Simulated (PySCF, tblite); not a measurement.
# aluminium trifluoride and 3 × hydrogen fluoride

A gas-phase complex of aluminium trifluoride and 3 × hydrogen fluoride; neutral, singlet. The structure comes from a short search (6 tight-binding starts) and was relaxed by PBE0-D3(BJ)/def2-SVPD; another way of binding may lie lower. No frequency run checks that it is a minimum.

```
part                   name           SMILES  atoms  charge  multiplicity
   1  aluminium trifluoride  [F][Al]([F])[F]    1–4       0             1
   2      hydrogen fluoride                F    5–6       0             1
   3      hydrogen fluoride                F    7–8       0             1
   4      hydrogen fluoride                F   9–10       0             1
```

```xyz
10

F    -0.538   -1.711   -0.817
Al    0.413   -0.406   -0.411
F    -0.143    0.958    0.434
F     2.131   -0.571   -0.566
F     0.381    0.446   -2.144
H     1.285    0.482   -2.557
F     2.673    0.307   -2.702
H     2.720   -0.106   -1.818
F     0.588   -1.025    1.575
H     0.251   -0.211    1.901
```
(Å; atoms numbered from 1)

```tsv
contact	kind (by geometry)	distance (Å)	angle (°)
H6···F7	hydrogen bond	1.406	159
H8···F4	hydrogen bond	1.459	153
Al2···F5	bond	1.932	-
Al2···F9	coordination	2.088	-
```

The parts are joined by the bond Al2–F5, so these are energies of forming such bonds; deforming the relaxed parts to their shape in the adduct costs 8.2 kcal/mol, which the interaction energies leave out.

Interaction energies are complex less parts, with the parts frozen as they stand in it; counterpoise-corrected, in kcal/mol (PySCF).

(1) Give the interaction energy at each level run.

(2) What holds them together? Decompose the wB97M-D3(BJ)/def2-SVPD energy: frozen parts, their antisymmetrised product, then relaxation.

The parts were also relaxed and run alone, at the levels used for the complex: shieldings by PBE0/pcSseg-1; core levels by delta-SCF with SCAN, pcX-2 on the ionised atom and pcseg-1 elsewhere, spin-free X2C.

(3) How do these values change when the complex forms?

Results:

(1) 
```json
{"level": "wB97M-D3(BJ)/def2-SVPD", "interaction": "-53.78", "superposition error removed": "-3.34"}
{"level": "PBE0-D3(BJ)/def2-SVPD", "interaction": "-56.37", "superposition error removed": "-3.70"}
```

(2) electrostatic -102.6, Pauli repulsion +125.2, orbital relaxation -76.2, dispersion correction -3.5 kcal/mol, which sum to the value before the counterpoise correction; the Pauli term holds the exchange-correlation of the frozen density too. Of the attraction, 56 % is electrostatic, 42 % is orbital relaxation, 2 % is dispersion correction.

(3) 
| property | alone | in the complex | change |
| --- | --- | --- | --- |
| F5–H6 bond (Å) | 0.920 | 0.994 | +0.074 |
| shielding of H6 (ppm) | 29.25 | 18.48 | -10.77 |
| shielding of F7 (ppm) | 410.5 | 383.3 | -27.3 |
| shielding of H8 (ppm) | 29.25 | 20.44 | -8.81 |
| shielding of F4 (ppm) | 378.0 | 383.7 | +5.7 |
| F4 1s core level (eV) | 693.01 | 693.29 | +0.28 |
| F5 1s core level (eV) | 694.12 | 695.32 | +1.20 |
| F7 1s core level (eV) | 694.12 | 694.66 | +0.54 |

Density functionals tend to overstate the lengthening and the red shift of so strongly bound an X–H bond.

The 4 runs behind this took 100 s in all, one thread each of Intel Xeon 6975P-C on a shared host, launched as `OMP_NUM_THREADS=1 python cluster_run.py task.json out`.
